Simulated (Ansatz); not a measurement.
1T (CdI2-type) SnSe₂, treated with PBE (Ansatz, a first-principles code, PAW).

Settings: plane-wave cutoff 500 eV, 12×12×6 k mesh (along the axes of the cell as run), Fermi–Dirac smearing 0.05 eV, scalar-relativistic PAW data made under PBE.

Cell (relaxed at this level):

SnSe2 is taken in the trigonal space group P-3m1 (No. 164), the CdI2 type structure, Pearson symbol hP3. Lattice parameters: a = b = 3.872 Å, c = 6.979 Å, α = β = 90.00°, γ = 120.00°. Sn on 1a is coordinated by 6 Se at 2.746 Å (octahedral). Se on 2d is coordinated by 3 Sn at 2.746 Å (trigonal pyramidal). (Neighbours: up to the widest gap in distance over summed covalent radii, below 1.35, at either atom; cation-cation and far metal-metal contacts left out.)

**Question.** Estimate the band gap that the calculation returns.

**Answer.** 
band gap: 0.69 eV (on the SCF k mesh)

Measured, for comparison: band gap 0.98 eV (temperature not stated, no zero-point or thermal correction, indirect, our sources range from 0.98 to 1.06; as tabulated in Gonzalez and Oleynik (2016), arXiv:1609.04381).

Note: the cell comes from a level without a dispersion term, which matters for the spacing of layers, chains or molecules; the cell has widely spaced layers and the level no dispersion term, so their spacing and the moduli can rest on weak binding.

Spin–orbit coupling is not included.

Computed values are for the static lattice.
